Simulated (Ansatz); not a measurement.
# How far each method lies from UCCSDT(Q) for H3C–S⁺, triplet

Geometry: that of the H3C–S, doublet, kept fixed.

```xyz
5

C    -0.0073    0.0000    1.1891
S    -0.0002    0.0000   -0.5928
H     1.0435    0.0000    1.5020
H    -0.4747    0.8983    1.5939
H    -0.4747   -0.8983    1.5939
```

Basis cc-pVDZ; Ansatz 0.2.0. Correlated methods freeze the noble-gas cores, which leaves 12 electrons in 41 orbitals. R marks a restricted (for open shells ROHF) determinant, U an unrestricted one. Active spaces: valence = (12e, 11o) chosen from the atoms' valence shells.

Full CI isn't at hand for all of this; UCCSDT(Q) serves as the reference, and is uncertain by about the last step of the cluster series. The frozen core follows each run's orbitals, which can shift R against U totals by a few meV.

For open shells CISD is restricted-active-space CI with the open shells as a complete middle space.

- UHF ⟨S²⟩: 2.018
- T1 diagnostic (RCCSD): 0.0207
- largest doubles amplitude (RCCSD): 0.043
- T1 diagnostic (UCCSD): 0.0170

| level | E − E(RHF) (eV) |
| --- | --- |
| UHF | -0.1873 |
| RMP2 | -6.4609 |
| UMP2 | -6.4372 |
| RCCSD | -7.4163 |
| UCCSD | -7.4207 |
| RCCSD(T) | -7.6111 |
| UCCSD(T) | -7.6117 |

Task: Estimate how far UCCSDT(Q) in cc-pVDZ lies from RCCSD(T). The table doesn't fix it; the size of (T) and the diagnostics are the guide.

Result: UCCSDT(Q) in cc-pVDZ lies 3.4 kJ/mol below RCCSD(T), which is 18 % of the (T) step (-18.8 kJ/mol). The diagnostics are small and one determinant leads, so the series closes fast and only a small part of (T) is left.

The other levels:

```json
{"level": "CISD", "E − E(UCCSDT(Q)) (kJ/mol)": "76.3", "share of correlation (%)": "89.66", "wall time": "3.5 s"}
{"level": "BCCD(T)", "E − E(UCCSDT(Q)) (kJ/mol)": "3.3", "share of correlation (%)": "99.55", "wall time": "1.8 s"}
{"level": "RCCSDT", "E − E(UCCSDT(Q)) (kJ/mol)": "1.1", "share of correlation (%)": "99.85", "wall time": "–"}
{"level": "UCCSDT", "E − E(UCCSDT(Q)) (kJ/mol)": "1.0", "share of correlation (%)": "99.86", "wall time": "–"}
{"level": "RCCSDT(Q)", "E − E(UCCSDT(Q)) (kJ/mol)": "0.1", "share of correlation (%)": "99.99", "wall time": "39 s"}
{"level": "CASSCF (valence space)", "E − E(UCCSDT(Q)) (kJ/mol)": "500.8", "share of correlation (%)": "32.12", "wall time": "–"}
{"level": "NEVPT2 (valence space)", "E − E(UCCSDT(Q)) (kJ/mol)": "114.1", "share of correlation (%)": "84.54", "wall time": "13 s"}
```

The correlation energy at UCCSDT(Q), counted from RHF, is -7.646 eV. That run took 33 s on 1 thread of Arm Neoverse V1, shared host.

Times hold each run's SCF and search for its determinant on a shared host, so for small cases they say little of a method's own cost; they ran on 1 thread of Arm Neoverse V1.

Natural occupations of CASSCF (valence space) about the gap: 1.977 1.976 1.969 1.002 1.002 0.035 0.021 0.020 0.018; effectively unpaired electrons, Σ n²(2−n)², 2.02.
